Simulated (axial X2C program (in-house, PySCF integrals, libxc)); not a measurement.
**PN⁺: EOM-EA-CCSD levels**

Aim: EOM-EA-CCSD levels of PN⁺, with spin–orbit coupling in the Hamiltonian from the start.

Method: two-component X2C with atomic mean-field terms, P dyall-av3z, N dyall-av3z; program: an in-house X2C program for linear molecules on PySCF integrals.

All values are calculated.

## Step 1: Input

Input file task.json:

```json
{"zs": [15, 7], "q": 1, "bas": ["dyall-av3z", "dyall-av3z"], "r0": 1.62, "eom": "ea", "thr": -2.0, "nmax": 92, "grid": [1, 0.96, 1.045, 0.92, 1.09, 1.15]}
```

Keys: zs atomic numbers; q charge; bas basis sets; r0 starting distance in Å; eom kind of EOM run; thr threshold in hartree for freezing inner shells (an s shell follows its p shell); nmax most natural virtual spinors; grid distances as factors.

The run is started by

```sh
python soeom.py task.json out
```

Further steps of the session: EOM-EA-CCSD at 1.561 Å.

What does the calculation give? Wanted: next root led by one particle; T1 of the reference; lowest state, Re and ωe.

As calculated:

| quantity | value |
| --- | --- |
| lowest root at 1.561 Å | Ω = 3/2, 21.012 eV |
| next root led by one particle | Ω = 1/2, about 33770 cm⁻¹ higher |
| T1 of the reference | 0.016 |
| lowest state, Re and ωe | 1.569 Å, 1166 cm⁻¹ |

The added electron is bound by 21.01 eV in a spinor of 52% N pπ, 36% P pπ. Errors of 0.1 to 0.3 eV are usual at this size, and roots led by higher excitations are left out, so the list is incomplete, and low states of that kind can be missing. T1 or the largest double amplitude of the reference is raised, which lowers the reliability.
